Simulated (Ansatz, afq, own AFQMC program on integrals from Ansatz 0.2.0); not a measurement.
**GeH3⁻, singlet → GeH₃, doublet**

```tsv
atom	x (Å)	y (Å)	z (Å)
Ge	0.0002	0.0000	-0.0355
H	1.3433	0.0091	0.8611
H	-0.6865	1.1625	0.8504
H	-0.6705	-1.1720	0.8501
```

E(doublet, charge +0) − E(singlet, charge -1) at this geometry, on RHF and UHF determinants.

Basis aug-cc-pVTZ. Only valence electrons are correlated. Integrals, coupled cluster, full CI and functionals: Ansatz 0.2.0; the random walks run on the same integrals in our own AFQMC program. The CISD trial takes its coefficients from CCSD amplitudes. Released means that phaseless walkers are propagated on without the constraint, phases kept. ± is one standard error of the sampling. No spin–orbit coupling. The errors of all members are added in quadrature.

No full CI on the walks' own integrals is used here; CCSDT(Q) serves as the reference and is uncertain by about the last step of the cluster series. Each member takes its own surest rung, up to full CI.

Errors are counted within aug-cc-pVTZ, not against nature.

Cautions: inner d shell frozen; no relativity below Rb; no spin-orbit coupling.

Reference (CCSDT(Q)): 48.8 kcal/mol.

```json
{"level": "HF", "vertical detachment energy (kcal/mol)": "27.2", "error against CCSDT(Q) (kcal/mol)": "-21.6"}
{"level": "MP2", "vertical detachment energy (kcal/mol)": "46.9", "error against CCSDT(Q) (kcal/mol)": "-1.9"}
{"level": "CCSD", "vertical detachment energy (kcal/mol)": "47.4", "error against CCSDT(Q) (kcal/mol)": "-1.4"}
{"level": "CCSD(T)", "vertical detachment energy (kcal/mol)": "48.7", "error against CCSDT(Q) (kcal/mol)": "-0.1"}
{"level": "CCSDT", "vertical detachment energy (kcal/mol)": "48.7", "error against CCSDT(Q) (kcal/mol)": "-0.1"}
{"level": "ph-AFQMC/HF", "vertical detachment energy (kcal/mol)": "50.7 ± 0.7", "error against CCSDT(Q) (kcal/mol)": "1.9 ± 0.7"}
{"level": "ph-AFQMC/CISD", "vertical detachment energy (kcal/mol)": "48.7 ± 0.1", "error against CCSDT(Q) (kcal/mol)": "-0.1 ± 0.1"}
{"level": "released AFQMC", "vertical detachment energy (kcal/mol)": "48.8 ± 0.1", "error against CCSDT(Q) (kcal/mol)": "0.0 ± 0.1"}
```

Correlation beyond CCSD(T) adds 0.1 kcal/mol. The perturbative (T) step is worth +1.3 kcal/mol.

A walk keeps the symmetry of its determinant, which the program's search chose and which needn't be the lowest solution, so a lower state of the same spin and another symmetry isn't excluded. Released energies are given only where the last usable release times agree within the noise; a slower fall can still hide under it.
